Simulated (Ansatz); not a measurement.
A nudged elastic band was laid between two geometries of AlH3 + H3P (8 atoms, charge 0, multiplicity 1).

Theory: Ansatz, RKS r2SCAN/def2-SVPD.

```yaml
movable_images: 7
climbing_image: yes
spring: 5.0 eV/Å²
optimiser: quadratic models (default)
start_path: through a guess of the saddle point
force_threshold: 0.03 eV/Å
iteration_limit: 60
end_points: relaxed
```

Initial state:

```xyz
8
Properties=species:S:1:pos:R:3
Al 0.015 0.052 0.141
H -0.056 0.754 1.571
H 1.421 -0.105 -0.581
H -1.334 -0.234 -0.650
P 0.162 -2.967 1.193
H -0.617 -2.793 0.009
H 1.396 -2.667 0.541
H -0.039 -1.618 1.663
```

Final state:

```xyz
8
Properties=species:S:1:pos:R:3
Al 0.075 -0.709 -0.016
H 0.143 0.490 1.819
H 1.369 0.195 -0.225
H -1.354 -0.217 -0.509
P 0.301 -2.873 0.862
H -0.553 -3.462 -0.121
H 1.504 -3.152 0.143
H -0.537 0.151 1.932
```

(1) What changes between the two ends?

(2) Give the energies along the band, and the barrier.

(3) What is the geometry of the highest image?

(4) What are the harmonic wavenumbers there?

The band took 9 iterations and about 4 core-minutes.

Results:

(1) Bonds broken: Al1–H2, P5–H8. Bonds formed: Al1–P5, H2–H8. AlH3 + H3P becomes AlH4P + H2.

(2) It converged. The highest image is number 3 of 0 to 8, 62.5 kJ/mol above the first end and 89.7 kJ/mol above the last; the last end lies 27.2 kJ/mol below the first. A vibrational analysis at the climbing image gives one clearly imaginary mode, 1016i cm⁻¹: a first-order saddle point. The orbitals stay closed-shell, which can raise the energy where a bond breaks towards radicals; this wasn't checked here.

| image | path coordinate (Å) | energy (kJ/mol) | Al1–H2 (Å) | P5–H8 (Å) | Al1–P5 (Å) |
| --- | --- | --- | --- | --- | --- |
| 0 | 0.00 | 0.0 | 1.59 | 1.44 | 3.20 |
| 1 | 0.37 | 4.9 | 1.60 | 1.46 | 3.05 |
| 2 | 0.74 | 32.3 | 1.62 | 1.54 | 2.83 |
| 3 | 1.11 | 62.5 | 1.71 | 1.78 | 2.64 |
| 4 | 1.52 | 26.9 | 1.88 | 2.09 | 2.45 |
| 5 | 1.93 | -9.8 | 2.06 | 2.41 | 2.37 |
| 6 | 2.33 | -24.3 | 2.17 | 2.76 | 2.35 |
| 7 | 2.74 | -26.7 | 2.21 | 3.07 | 2.35 |
| 8 | 3.15 | -27.2 | 2.19 | 3.32 | 2.35 |

(3) 
```xyz
8
Properties=species:S:1:pos:R:3
Al 0.044 -0.308 0.025
H -0.059 0.160 1.661
H 1.477 0.036 -0.540
H -1.388 -0.168 -0.624
P 0.131 -2.672 1.187
H -0.641 -2.934 0.014
H 1.395 -2.736 0.528
H -0.011 -0.955 1.636
```

(4) 1016i, 82, 296, 408, 491, 549, 657, 678, 714, 1031, 1074, 1196, 1559, 1740, 1954, 1977, 2400, 2424 cm⁻¹.

The run took 69 s on 4 threads of Arm Neoverse V2, on a shared host, peak memory 0.18 GiB.
